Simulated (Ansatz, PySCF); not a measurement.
Ligands exchanged one at a time, C Cl-H. Gas-phase values, no solvent. Strings in code marks are SMILES.

Quantity: redistribution energy (mixed species minus the weighted end members), in kcal/mol.

Level 1: frozen-core MP2/cc-pVTZ // PBE0-D4/def2-TZVP (Ansatz, an electronic-structure program)
Level 2: M06-2X/6-31G* // PBE0-D4/def2-TZVP (PySCF)
Level 3: HF/3-21G // PBE0-D4/def2-TZVP (PySCF)
Level 4: HF/STO-3G // PBE0-D4/def2-TZVP (PySCF)

```csv
species,level 1,level 2,level 3,level 4
1 of 4 Cl replaced by H: `ClC(Cl)Cl`,-2.96,-4.69,-6.40,-5.62
2 of 4 Cl replaced by H: `ClCCl`,-2.64,-5.35,-8.90,-7.81
3 of 4 Cl replaced by H: `ClC`,-0.95,-3.28,-7.16,-6.20
```
